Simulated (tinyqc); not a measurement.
RHF in the sto-3g basis, for H2O, spin multiplicity 1, step by step. One step of it, computed by the program tinyqc.

Question. Iteration 2: diagonalisation and new density. Diagonalise F' = X^T F X, C = X C', fill 5 alpha and 5 beta electrons from the bottom; D = 2 C_occ C_occ^T; the new density keeps 0.2 of the old one (damping). Each column has its largest component positive (the first on a tie).

extrapolated F (hartree), order 1O 1s, 1O 2s, 1O 2px, 1O 2py, 1O 2pz, 2H 1s, 3H 1s:
$$\begin{pmatrix}
-20.327408 & -5.180591 & 0.000000 & 0.000000 & -0.028733 & -1.196112 & -1.196112 \\
-5.180591 & -2.495938 & 0.000000 & 0.000000 & -0.117308 & -1.028329 & -1.028329 \\
0.000000 & 0.000000 & -0.442795 & 0.000000 & 0.000000 & 0.000000 & 0.000000 \\
0.000000 & 0.000000 & 0.000000 & -0.343298 & 0.000000 & -0.397746 & 0.397746 \\
-0.028733 & -0.117308 & 0.000000 & 0.000000 & -0.361170 & -0.371052 & -0.371052 \\
-1.196112 & -1.028329 & 0.000000 & -0.397746 & -0.371052 & -0.585163 & -0.393440 \\
-1.196112 & -1.028329 & 0.000000 & 0.397746 & -0.371052 & -0.393440 & -0.585163
\end{pmatrix}$$

X, order 1O 1s, 1O 2s, 1O 2px, 1O 2py, 1O 2pz, 2H 1s, 3H 1s:
$$\begin{pmatrix}
1.024205 & -0.143396 & 0.000000 & 0.000000 & -0.010223 & 0.022018 & 0.022018 \\
-0.143396 & 1.247099 & 0.000000 & 0.000000 & 0.111655 & -0.296096 & -0.296096 \\
0.000000 & 0.000000 & 1.000000 & 0.000000 & 0.000000 & 0.000000 & 0.000000 \\
0.000000 & 0.000000 & 0.000000 & 1.114056 & 0.000000 & -0.231946 & 0.231946 \\
-0.010223 & 0.111655 & 0.000000 & 0.000000 & 1.055367 & -0.147314 & -0.147314 \\
0.022018 & -0.296096 & 0.000000 & -0.231946 & -0.147314 & 1.210268 & -0.090218 \\
0.022018 & -0.296096 & 0.000000 & 0.231946 & -0.147314 & -0.090218 & 1.210268
\end{pmatrix}$$

D after iteration 1, order 1O 1s, 1O 2s, 1O 2px, 1O 2py, 1O 2pz, 2H 1s, 3H 1s:
$$\begin{pmatrix}
2.116224 & -0.504311 & 0.000000 & 0.000000 & 0.074758 & 0.012591 & 0.012591 \\
-0.504311 & 2.275941 & 0.000000 & 0.000000 & -0.435897 & -0.208231 & -0.208231 \\
0.000000 & 0.000000 & 2.000000 & 0.000000 & 0.000000 & 0.000000 & 0.000000 \\
0.000000 & 0.000000 & 0.000000 & 0.985971 & 0.000000 & 0.355313 & -0.355313 \\
0.074758 & -0.435897 & 0.000000 & 0.000000 & 1.283878 & 0.374064 & 0.374064 \\
0.012591 & -0.208231 & 0.000000 & 0.355313 & 0.374064 & 0.619442 & -0.142864 \\
0.012591 & -0.208231 & 0.000000 & -0.355313 & 0.374064 & -0.142864 & 0.619442
\end{pmatrix}$$

overlap S, order 1O 1s, 1O 2s, 1O 2px, 1O 2py, 1O 2pz, 2H 1s, 3H 1s:
$$\begin{pmatrix}
1.000000 & 0.236704 & 0.000000 & 0.000000 & 0.000000 & 0.053839 & 0.053839 \\
0.236704 & 1.000000 & 0.000000 & 0.000000 & 0.000000 & 0.474096 & 0.474096 \\
0.000000 & 0.000000 & 1.000000 & 0.000000 & 0.000000 & 0.000000 & 0.000000 \\
0.000000 & 0.000000 & 0.000000 & 1.000000 & 0.000000 & 0.311332 & -0.311332 \\
0.000000 & 0.000000 & 0.000000 & 0.000000 & 1.000000 & 0.239959 & 0.239959 \\
0.053839 & 0.474096 & 0.000000 & 0.311332 & 0.239959 & 1.000000 & 0.250237 \\
0.053839 & 0.474096 & 0.000000 & -0.311332 & 0.239959 & 0.250237 & 1.000000
\end{pmatrix}$$

Give: F' = X^T F X; orbital energies; coefficients C; D after iteration 2.

Answer.

F' = X^T F X (hartree):
$$\begin{pmatrix}
-19.948 & -2.693 & 0.000 & 0.000 & -0.056 & -0.188 & -0.188 \\
-2.693 & -1.290 & 0.000 & 0.000 & 0.124 & -0.509 & -0.509 \\
0.000 & 0.000 & -0.443 & 0.000 & 0.000 & 0.000 & 0.000 \\
0.000 & 0.000 & 0.000 & -0.036 & 0.000 & -0.473 & 0.473 \\
-0.056 & 0.124 & 0.000 & 0.000 & -0.202 & -0.337 & -0.337 \\
-0.188 & -0.509 & 0.000 & -0.473 & -0.337 & 0.012 & -0.107 \\
-0.188 & -0.509 & 0.000 & 0.473 & -0.337 & -0.107 & 0.012
\end{pmatrix}$$

orbital energies (hartree): MO1 -20.336, MO2 -1.304, MO3 -0.631, MO4 -0.482, MO5 -0.443, MO6 0.586, MO7 0.714

coefficients C, order 1O 1s, 1O 2s, 1O 2px, 1O 2py, 1O 2pz, 2H 1s, 3H 1s:
$$\begin{pmatrix}
0.994 & -0.237 & 0.000 & 0.099 & 0.000 & -0.128 & 0.000 \\
0.026 & 0.858 & 0.000 & -0.529 & 0.000 & 0.864 & 0.000 \\
0.000 & 0.000 & 0.000 & 0.000 & 1.000 & 0.000 & 0.000 \\
0.000 & 0.000 & 0.613 & 0.000 & 0.000 & 0.000 & 0.986 \\
0.004 & 0.117 & 0.000 & 0.767 & 0.000 & 0.754 & 0.000 \\
-0.006 & 0.142 & 0.439 & 0.297 & 0.000 & -0.793 & -0.841 \\
-0.006 & 0.142 & -0.439 & 0.297 & 0.000 & -0.793 & 0.841
\end{pmatrix}$$

D after iteration 2, order 1O 1s, 1O 2s, 1O 2px, 1O 2py, 1O 2pz, 2H 1s, 3H 1s:
$$\begin{pmatrix}
2.110 & -0.468 & 0.000 & 0.000 & 0.099 & -0.014 & -0.014 \\
-0.468 & 2.083 & 0.000 & 0.000 & -0.576 & -0.098 & -0.098 \\
0.000 & 0.000 & 2.000 & 0.000 & 0.000 & 0.000 & 0.000 \\
0.000 & 0.000 & 0.000 & 0.799 & 0.000 & 0.502 & -0.502 \\
0.099 & -0.576 & 0.000 & 0.000 & 1.220 & 0.465 & 0.465 \\
-0.014 & -0.098 & 0.000 & 0.502 & 0.465 & 0.605 & -0.163 \\
-0.014 & -0.098 & 0.000 & -0.502 & 0.465 & -0.163 & 0.605
\end{pmatrix}$$
